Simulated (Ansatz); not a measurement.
Litharge SnO was calculated with LDA+SOC in Ansatz (PAW).

Numerical settings: plane-wave cutoff 520 eV, 10×10×8 k mesh (along the axes of the cell as run), Fermi–Dirac smearing 0.01 eV, PAW data made under PBE.

Cell (measured lattice):

```xyz
4
Lattice="3.8010 0.0000 0.0000 0.0000 3.8010 0.0000 0.0000 0.0000 4.8350" Properties=species:S:1:pos:R:3 pbc="T T T"
Sn     1.9005     0.0000     3.6896
Sn     0.0000     1.9005     1.1454
O      1.9005     1.9005     0.0000
O      0.0000     0.0000     0.0000
```

Task: Estimate the band gap, smallest direct gap on the k points sampled and Γ–Γ gap that the calculation returns.

Result: 
- band gap: 0.13 eV (indirect)
- smallest direct gap on the k points sampled: 1.99 eV
- Γ–Γ gap: 2.09 eV

Note: cell and atoms aren't relaxed at this level (largest force component 0.11 eV/Å, pressure -2.4 GPa).

Ansatz is an electronic-structure program.
